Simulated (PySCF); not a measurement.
# One shape, several levels: C2HCl2F (SMILES FC=C(Cl)Cl)

Aim: a comparison of 6 runs (HF/3-21G, HF/def2-SVP, HF/cc-pVTZ, PBE/6-31+G*, TPSS/6-311+G**, MP2/def2-SVP) of C2HCl2F. 

The calculation is run with PySCF 2.14.0.

## 1. The molecule

C2HCl2F has 6 atoms, charge 0, and is taken as a singlet. As SMILES, `FC=C(Cl)Cl`. The shape is that of a PBE0-D4/def2-TZVP optimisation.

Bond lengths: F1–C2 1.325 Å, C2–C3 1.326 Å, C3–Cl4 1.703 Å, C3–Cl5 1.711 Å, C2–H6 1.082 Å. Angles: F1–C2–C3 121.8°, C2–C3–Cl4 122.7°, C2–C3–Cl5 120.2°, Cl4–C3–Cl5 117.2°, F1–C2–H6 114.8°, C3–C2–H6 123.4°.

## 2. Energy and forces at HF/3-21G (run 1)

The input, input.py:

```python
import pyscf.grad
from pyscf import gto

mol = gto.M(
    atom=[
    ('F', (0.369860, -1.453540, 1.016570)),
    ('C', (0.335170, -0.183710, 0.639080)),
    ('C', (-0.249490, 0.193990, -0.489960)),
    ('Cl', (-1.002700, -0.907170, -1.549080)),
    ('Cl', (-0.269610, 1.845290, -0.936840)),
    ('H', (0.816790, 0.505150, 1.320220)),
],
    verbose=3,
    max_memory=1860,
    basis='3-21g',
)

calc0 = mol.RHF()
calc0.conv_tol = 1e-10
calc0.kernel()
if not calc0.converged:
    calc0 = calc0.newton().run(calc0.mo_coeff, calc0.mo_occ)

e_tot = calc0.e_tot
print('E(%s) = %.9f' % ('HF', e_tot))
grad = calc0.Gradients().kernel()
calc0.analyze()
```

The run is started by

```sh
$ OMP_NUM_THREADS=1 python input.py
```

What it wrote:

```text
converged SCF energy = -1089.31708141621
[... 15 lines left out ...]
MO #5   energy= -11.3225402244648  occ= 2
[... 9 lines left out ...]
MO #15  energy= -1.25133211600501  occ= 2
[... 9 lines left out ...]
MO #25  energy= -0.503126454504442 occ= 2
[... 9 lines left out ...]
MO #35  energy= 0.608480143144093  occ= 0
[... 9 lines left out ...]
MO #45  energy= 1.03299480384077   occ= 0
[... 9 lines left out ...]
MO #55  energy= 4.05997996411306   occ= 0
[... 7 lines left out ...]
Dipole moment(X, Y, Z, Debye):  0.87054,  0.98186,  1.29677
```

Run time: 4.2 s. Hardware: 1 thread of Intel Xeon at 2.50GHz (Skylake/Cascade Lake), shared host; peak memory 0.13 GiB.

## 3. Energy and forces at HF/def2-SVP (run 2)

The input, job.py:

```python
# ctk1b6630
import pyscf.grad
from pyscf import gto

mol = gto.M(
    atom='''
F      0.698934    -2.746793     1.921039
C      0.633380    -0.347162     1.207686
C     -0.471468     0.366588    -0.925890
Cl    -1.894828    -1.714303    -2.927337
Cl    -0.509489     3.487093    -1.770371
H      1.543509     0.954595     2.494854
''',
    verbose=4,
    unit='bohr',
    max_memory=1860,
    basis='def2-svp',
)

hf = mol.RHF()
hf.conv_tol = 1e-10
hf.kernel()
if not hf.converged:
    hf = hf.newton().run(hf.mo_coeff, hf.mo_occ)

e_tot = hf.e_tot
print('E(%s) = %.9f' % ('HF', e_tot))
grad = hf.Gradients().kernel()
dip = hf.dip_moment()
pop, q = hf.mulliken_pop()
```

The run is started by

```sh
$ OMP_NUM_THREADS=1 python job.py
```

What it wrote:

```text
PySCF version 2.14.0

[... 64 lines left out ...]
converged SCF energy = -1094.26939133437
[... 13 lines left out ...]
Dipole moment(X, Y, Z, Debye):  0.59311,  1.05257,  0.78802
[... 90 lines left out ...]
charge of    5H =      0.07685
```

Run time: 9.9 s. Hardware: 1 thread of Intel Xeon at 2.50GHz (Skylake/Cascade Lake), shared host; peak memory 0.16 GiB.

Runs 3 to 4 aren't shown in full; the table further down has their settings and results.

## 4. Energy and gradient at TPSS/6-311+G(d,p) (run 5)

The input, job.py:

```python
import pyscf.grad
from pyscf import gto, dft

mol = gto.M(
    atom='''
F      0.698934    -2.746793     1.921039
C      0.633380    -0.347162     1.207686
C     -0.471468     0.366588    -0.925890
Cl    -1.894828    -1.714303    -2.927337
Cl    -0.509489     3.487093    -1.770371
H      1.543509     0.954595     2.494854
''',
    max_memory=1860,
    basis='6-311+g**',
    unit='bohr',
    spin=0,
    verbose=4,
)

mf = dft.RKS(mol, xc='tpss')
mf.grids.level = 5
mf.conv_tol = 1e-10
mf.kernel()
if not mf.converged:
    mf = mf.newton().run(mf.mo_coeff, mf.mo_occ)

etot = mf.e_tot
print('E = %.10f Eh' % etot)
grad = mf.Gradients().kernel()
dip = mf.dip_moment()
pop, q = mf.mulliken_pop()
```

The run is started by

```sh
$ OMP_NUM_THREADS=1 python job.py
```

What it wrote:

```text
PySCF version 2.14.0

[... 79 lines left out ...]
converged SCF energy = -1097.14822085953
[... 14 lines left out ...]
Dipole moment(X, Y, Z, Debye):  0.48772,  0.81879,  0.65961
[... 139 lines left out ...]
charge of    5H =      0.19188
```

Wall time 2.2 min (1 thread of Intel Xeon at 2.50GHz (Skylake/Cascade Lake), shared host); peak memory 1.4 GiB.

## 5. Energy and gradient at MP2/def2-SVP (run 6)

The input, start.xyz:

```xyz
6

F      0.369860    -1.453540     1.016570
C      0.335170    -0.183710     0.639080
C     -0.249490     0.193990    -0.489960
Cl    -1.002700    -0.907170    -1.549080
Cl    -0.269610     1.845290    -0.936840
H      0.816790     0.505150     1.320220
```

The input, calc.py:

```python
from pyscf import gto, mp

system = gto.M(
    atom='start.xyz',
    max_memory=1860,
    verbose=4,
    basis='def2-svp',
)

mf = system.RHF()
mf.conv_tol = 1e-10
mf.kernel()
if not mf.converged:
    mf = mf.newton().run(mf.mo_coeff, mf.mo_occ)

pt = mp.MP2(mf, frozen=13).run()
e_final = pt.e_tot
print('E(%s) = %.9f' % ('MP2', e_final))
grad = pt.nuc_grad_method().kernel()
dip = mf.dip_moment()
pop, q = mf.mulliken_pop()
```

The run is started by

```sh
$ OMP_NUM_THREADS=1 python calc.py
```

What it wrote:

```text
PySCF version 2.14.0

[... 64 lines left out ...]
converged SCF energy = -1094.26939133504
[... 18 lines left out ...]
Dipole moment(X, Y, Z, Debye):  0.59311,  1.05257,  0.78802
[... 90 lines left out ...]
charge of    5H =      0.07685
```

It took 21 s on 1 thread of Intel Xeon at 2.50GHz (Skylake/Cascade Lake), shared host; peak memory 0.49 GiB.

## 6. Overview of the runs

```csv
run,level,integration grid,frozen core orbitals,energy (Eh),dipole moment (D) of the reference,HOMO energy (eV),LUMO energy (eV),wall time
1,HF/3-21G,–,–,-1089.317081,1.84,-10.37,3.72,4.2 s
2,HF/def2-SVP,–,–,-1094.269391,1.44,-10.12,3.78,9.9 s
3,HF/cc-pVTZ,–,–,-1094.810212,1.38,-10.12,3.58,2.2 min
4,PBE/6-31+G* (spherical functions),5,–,-1096.416218,1.14,-6.22,-1.39,66 s
5,TPSS/6-311+G**,5,–,-1097.148221,1.16,-6.32,-1.32,2.2 min
6,MP2/def2-SVP,–,13,-1094.980785,1.44,-10.12,3.78,21 s
```

## 7. Results

| quantity | value |
| --- | --- |
| run 6: total energy | -1094.98078 Eh |
| run 6: dipole moment (Hartree–Fock density) | 1.44 D |
| run 6: HOMO energy (Hartree–Fock orbitals) | -10.12 eV |
| run 6: LUMO energy (Hartree–Fock orbitals) | 3.78 eV |
| run 6: HOMO–LUMO gap (Hartree–Fock orbitals) | 13.90 eV |
| run 6: correlation energy (13 core orbitals frozen) | -711.4 mEh |
| run 6: largest force on an atom | 0.869 eV/Å |

In words: Over runs 1, 2, 3, 4, 5 the dipole moment (its size) runs from 1.14 D (PBE/6-31+G*) to 1.84 D (HF/3-21G). The two ends differ in method and basis. Over runs 1, 2, 3, 4, 5 the HOMO–LUMO gap runs from 4.83 eV (PBE/6-31+G*) to 14.09 eV (HF/3-21G). Totals of different functionals can't be ranked against each other. All runs together took 6.1 min, the longest 2.2 min.
